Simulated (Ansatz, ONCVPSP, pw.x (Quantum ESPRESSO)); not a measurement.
From atom to crystal: ONCV potential for silver

silver, optimised norm-conserving Vanderbilt (ONCV), made with ONCVPSP 4.0.1.1 (patched build) (PBE, scalar-relativistic). Core [Ar] 3d10, reference 4s2 4p6 4d10 5s1. Waves: 4s+5s: rc 1.35 bohr, ncon 5, nbas 9, qcut 9.7 1/bohr, 2 projectors; 4p: rc 1.60 bohr, ncon 4, nbas 8, qcut 7.6 1/bohr, 2 projectors, debl 3.4 Ha; 4d: rc 1.85 bohr, ncon 3, nbas 7, qcut 7.9 1/bohr, 3 projectors, debl 3 Ha. Local part: polynomial inside 1.05 bohr (lpopt 5, dvloc0 0 Ha). Core correction: Teter function, fcfact 4.25, rcfact 1.25.

Crystal test: fcc Ag in pw.x 7.5, no spin, 14³ k-points, Fermi–Dirac smearing 0.01 Ry, cutoffs 100/400 Ry. The reference is all-electron LAPW (Ansatz 0.2.0) with the same functional, mesh and smearing; V0 and B0 come from Birch–Murnaghan fits to the pressures at five volumes. Errors are pseudo minus all-electron; Δ is the rms difference of the E(V) curves that follow from these fits, minima aligned, over ±6 % about the mean V0. Mesh and smearing are coarse, so the numbers serve the comparison and aren't converged zero-temperature values; the lattice is a test structure that the element need not adopt.

All-electron: a0 = 4.149 Å (V0 = 17.85 Å³/atom), B0 = 90.5 GPa.

How far does the potential miss the all-electron equation of state?

mean pressure error (GPa): -0.00; a0 (Å): 4.149; a0 error (%): +0.00; B0 error (%): +0.2; Δ (meV/atom): 0.0.

```tsv
V (Å³/atom)	P all-electron (GPa)	P pseudo (GPa)
16.982	5.22	5.22
17.429	2.32	2.33
17.876	-0.12	-0.12
18.323	-2.19	-2.18
18.770	-3.93	-3.95
```

At the middle volume, how do free energy and pressure move when the wave cutoff is lowered (ecutrho kept at four times it)?

| cutoff (Ry) | shift of F (meV/atom) | shift of P (GPa) |
| --- | --- | --- |
| 45 | +3860.2 | -130.36 |
| 60 | +563.5 | -27.57 |
| 80 | +19.4 | -1.97 |

The run at the middle volume (104 k-points, 10 iterations) took about 59 s on one core of a shared host (Neoverse-V1, 32 threads, 247 GiB, load 12).
